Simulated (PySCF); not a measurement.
SF⁻: energy against distance

Set-up: basis S aug-cc-pV(D+d)Z, F aug-cc-pVDZ; no relativity; PySCF 2.14. Energies in eV from S + F⁻ in their ground configurations at the same level. State: ¹Σ⁺ (singlet), closed shell.

| R (Å) | PBE0 |
| --- | --- |
| 1.497 | -1.658 |
| 1.567 | -2.139 |
| 1.637 | -2.404 |
| 1.689 | -2.497 |
| 1.741 | -2.522 |
| 1.793 | -2.495 |
| 1.863 | -2.400 |
| 1.950 | -2.216 |
| 2.054 | -1.943 |
| 2.194 | -1.549 |

**Question.** Put a parabola through the three lowest points of the PBE0 curve and estimate Re, k and ωe (reduced mass 11.92 u; 1 eV/Å² = 0.16022 mdyn/Å; ωe = 1302.8·√(k/μ) cm⁻¹).

**Answer.** Through R = 1.689, 1.741, 1.793 Å the second-order coefficient is 9.62 eV/Å², so Re ≈ 1.740 Å, k ≈ 3.08 mdyn/Å and ωe ≈ 662 cm⁻¹. A polynomial fit of higher order to the unrounded PBE0 energies gives Re = 1.738 Å, k = 3.10 mdyn/Å, ωe = 665 cm⁻¹; anharmonicity and rounding make the difference.

The higher-order fit for each curve: PBE0: Re = 1.738 Å, ωe = 665 cm⁻¹, De = 2.52 eV.

For an ion De counts to the pair picked by the measured ionisation energies or electron affinities, which need not be the lowest pair at this level.
